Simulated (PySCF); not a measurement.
Compound: C3H3ClO.
Structure used (GFN2-xTB), in Å, numbered top down from 1:
```xyz
8
C3H3ClO angstrom
C     -1.279   -0.154   -0.096
C     -0.101    0.124    0.452
C      1.125    0.018   -0.338
O      1.246   -0.297   -1.477
Cl     2.559    0.432    0.621
H     -1.347   -0.461   -1.127
H     -2.198   -0.085    0.461
H      0.005    0.433    1.480
```

Lines to be assigned: C 1s: 291.54 (area 1), 291.80 (area 1), 294.95 (area 1) eV; O 1s: 538.43 eV; Cl 1s: 2828.77 eV; Cl 2p3/2: 206.19 eV.

Computed with delta-SCF UKS SCAN, pcX-2 on the ionised atom, pcseg-1 elsewhere, spin-free X2C (PySCF 2.14.0). The structure is a single GFN2-xTB conformer in the gas phase; no vibrational or solvent corrections.

**Question.** Which carbon gives which C 1s line?

**Answer.** 291.54 eV: C1 (terminal =CH2 carbon); 291.80 eV: C2 (alkene CH carbon); 294.95 eV: C3 (acyl halide carbon). Lowest listed C 1s: C1, bonded to C (double bond) and 2 H. Highest, 3.41 eV above it: C3, bonded to O (double bond), Cl and C. Summing the Pauling electronegativity differences to the bonded atoms, each weighted by its formal bond order, gives -0.70 for the lowest site and +2.39 for the highest; no listed site has a larger sum than the highest.

Bonded neighbours of each site: C1: C (double bond) and 2 H; C2: C (double bond), C and H; C3: O (double bond), Cl and C; O4: C (double bond); Cl5: C.

**Question.** Express the binding energy of C 1s of C3 in atomic units and per mole.

**Answer.** 294.95 eV = 10.8392 Eh = 28458 kJ/mol.

2p3/2 and 2p1/2 are the ΔSCF energy of one spin-free 2p hole plus the eigenvalues of a spin–orbit and ligand-field matrix of the shell. 2p1/2 minus 2p3/2 (ligand field included): Cl 1.65 eV.
